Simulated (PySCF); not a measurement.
# Exact mass, isotope pattern and composition

Species: `FC[C@H](C)CC`.

Calculated from isotope tables alone.

Question: Molar mass and exact mass?

Answer: For C5H11F, with standard atomic weights, 5 × 12.011 + 1 × 18.998 + 11 × 1.008 = 90.141 g/mol. From the most abundant isotopes (12C, 19F, 1H), 5 × 12.000000 + 1 × 18.998403 + 11 × 1.007825 = 90.0845 u.

Question: Work out the cluster of the molecular ion M+•, one line a nominal mass.

Answer: 
```json
{"nominal mass": "90", "m/z (centroid)": "90.0839", "relative intensity": "100.0"}
{"nominal mass": "91", "m/z (centroid)": "91.0874", "relative intensity": "5.5"}
{"nominal mass": "92", "m/z (centroid)": "92.0908", "relative intensity": "0.1"}
```

Cut off at 0.1 %. One electron mass, 0.00055 u, is taken off.

Question: Which m/z would the protonated, sodiated and deprotonated molecule have?

Answer: [M+H]+ 91.0918, [M+Na]+ 113.0737, [M−H]− 89.0772, for the monoisotopic species (arithmetic only; whether such ions form is another matter).

Question: Count the protons, neutrons and electrons of the monoisotopic species, and give its exact less its nominal mass.

Answer: 50 protons, 40 neutrons and 50 electrons; 90.0845 − 90 = +0.0845 u.

Question: What resolving power m/Δm just matches the spacing of the species with one 13C and with one 2H?

Answer: They lie 0.00292 u apart at mass 91.09, so m/Δm is about 31000.

Question: List the species in which a single atom is changed from its most abundant isotope.

Answer: Intensity in % of the monoisotopic species:

| isotope | mass shift (u) | m/z | intensity (%) |
| --- | --- | --- | --- |
| 13C | +1.00335 | 91.0873 | 5.41 |
| 2H | +1.00628 | 91.0902 | 0.13 |

Species under 0.02 % are left out.
